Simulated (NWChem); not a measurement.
Correlation energy of F

SMILES: [F]
```xyz
1

F      0.0000     0.0000     0.0000
```
Charge 0, spin multiplicity 2.

The numbers come from NWChem runs, not from measurements.

Basis set: 3-21G. Each correlation energy counts from its own Hartree-Fock reference.

The correlated methods keep 1 core orbital frozen. The stability of the SCF solutions was not checked. Open-shell Hartree-Fock references start from PBE0 orbitals. No row is a measurement; the coupled-cluster row has its own basis-set and correlation limits.

One of these methods gave a correlation energy of -78.4 mHa. Which?
(A) UMP2
(B) SCS-UMP2
(C) CCSD on UHF

A, UMP2. The others give -76.6 (SCS-UMP2), -83.3 (CCSD on UHF).
